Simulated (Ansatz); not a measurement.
Consider the difluorocarbene loss: `CC(F)(F)F` → fluoromethane + `F[C]F`.

Calculated with Ansatz (gas phase, PBE0-D4/def2-TZVP geometries, no zero-point term in ΔE). CCSD(T)/CBS is the MP2 limit (def2-TZVPP, def2-QZVPP) plus CCSD(T) − MP2 in def2-TZVPP, frozen cores. This one scheme is used for every species. DFT in def2-TZVPP.

`CC(F)(F)F`:

Cartesian coordinates in Å:
```
C -0.619 -0.369 0.349
C 0.539 0.321 -0.304
F 1.269 -0.525 -1.045
F 0.136 1.309 -1.116
F 1.366 0.867 0.600
H -0.247 -1.161 0.997
H -1.262 -0.796 -0.419
H -1.182 0.353 0.938
```

`CF`:

```xyz
5

C    -0.038   -0.033    0.034
F     0.819    0.717   -0.738
H    -0.526   -0.780   -0.596
H    -0.788    0.625    0.478
H     0.533   -0.529    0.822
```

`F[C]F`:

Cartesian coordinates in Å:
```
F 0.260 0.882 0.526
C -0.385 -0.216 0.289
F 0.125 -0.666 -0.815
```

| level | ΔE (kJ/mol) | difference from CCSD(T)/CBS |
| --- | --- | --- |
| r2SCANh-D4 | 358.0 | 24.6 |
| ωB97M-V | 332.4 | -1.0 |
| PBE-QIDH | 360.6 | 27.2 |
| r2SCAN0 | 362.3 | 28.9 |
| CCSD(T)/def2-SVP | 347.9 | 14.5 |
| HF/def2-TZVPP | 306.0 | -27.4 |
| MP2/def2-TZVPP | 351.2 | 17.8 |
| CCSD/def2-TZVPP | 329.9 | -3.5 |
| HF/def2-QZVPP | 304.5 | -28.9 |
| CCSD/CBS(def2) | 333.8 | 0.4 |
| CCSD(T)/CBS | 333.4 | 0 |

Largest T1 diagnostic among the species: 0.017.

From BLYP to BHLYP (50 % exact exchange), in def2-TZVPP and without D4, ΔE moves by +42.7 kJ/mol. Leaving LDA and LC-ωPBE aside and taking each functional with its dispersion term where it has one, the values, not all of them listed here, spread over 58.5 kJ/mol, from BLYP-D4 to r2SCAN0-D4. LDA lies +67.5 kJ/mol from PBE without D4. The D4 term adds +8.8 kJ/mol with B3LYP and +4.6 kJ/mol with PBE0; it sums over pairs of atoms, weighted by their polarisabilities, and B3LYP, whose exchange is more repulsive, gets the larger term.

B3LYP here is the variant with VWN-RPA as its local correlation; programs differ in this.
